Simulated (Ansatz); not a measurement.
One change: `C=C(Cl)CC` becomes `C=C(O)Cl`.

Ansatz, PBE0-D4/def2-TZVP geometries, multiplicity 1. Each molecule was computed in one conformer, which needn't be the lowest.

```csv
property,`C=C(Cl)CC`
size of the dipole moment (ωB97M-V/def2-TZVPP) / D,1.57
HOMO energy (B3LYP/def2-TZVPP) / eV,-7.05
size of the dipole moment (PBE/def2-TZVPP) / D,1.51
LUMO energy (B3LYP/def2-TZVPP) / eV,-0.28
HOMO–LUMO gap (B3LYP/def2-TZVPP) / eV,6.77
LUMO energy (PBE0/def2-TZVPP) / eV,-0.04
```

**Question.** What does the change do to each property? (An estimate is asked.)

**Answer.** The calculation gave: 
| property | `C=C(O)Cl` | shift |
| --- | --- | --- |
| size of the dipole moment (ωB97M-V/def2-TZVPP) / D | 2.15 | 0.58 |
| HOMO energy (B3LYP/def2-TZVPP) / eV | -6.79 | 0.26 |
| size of the dipole moment (PBE/def2-TZVPP) / D | 2.08 | 0.57 |
| LUMO energy (B3LYP/def2-TZVPP) / eV | 0.10 | 0.38 |
| HOMO–LUMO gap (B3LYP/def2-TZVPP) / eV | 6.89 | 0.12 |
| LUMO energy (PBE0/def2-TZVPP) / eV | 0.36 | 0.40 |

With PBE0 the HOMO rises by 0.27 eV and the LUMO rises by 0.40 eV, so the gap widens by about 0.13 eV. PBE moves the HOMO by 0.34 eV and ωB97M-V by 0.25 eV. The zero-point energy changes by -137.0 kJ/mol with -15 modes. Dipoles are sizes alone; their direction can turn.

B3LYP here is the variant with VWN-RPA as its local correlation; programs differ in this.
